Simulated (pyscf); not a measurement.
Thermochemistry of product channels of boron trifluoride (F–B(F)–F) + hydrogen chloride (HCl) on the singlet surface, in eV, from CCSD(T)/def2-TZVPP + ΔMP2(QZVPP) energies (ideal gas, 1 atm, RRHO with modes under 100 cm⁻¹ raised to 100, one conformer, R ln 2 for chiral ones without a mode under 150 cm⁻¹). Optimised with ωB97X-D3(BJ)/def2-SVP in PySCF. Correlated levels are frozen-core, on RHF or UHF. ΔMP2 is the change of the MP2 total energy from the triple- to the quadruple-zeta basis.

| products | ΔE | ΔH(298 K) | ΔG(298 K) | ΔG(600 K) |
|---|---|---|---|---|
| hydrogen fluoride (HF) + F–B(F)–Cl | (withheld) | +0.69 | +0.67 | (withheld) |
| F–Cl + F–BH–F | +4.54 | +4.55 | +4.48 | +4.42 |

**Question.** Fill in the missing entries.

**Answer.** 
- hydrogen fluoride (HF) + F–B(F)–Cl, ΔE: +0.66
- hydrogen fluoride (HF) + F–B(F)–Cl, ΔG(600 K): +0.64

These are energies of the channels, which say nothing of barriers. The CCSD(T) − MP2 part came from Ansatz, without density fitting, on the same reference.
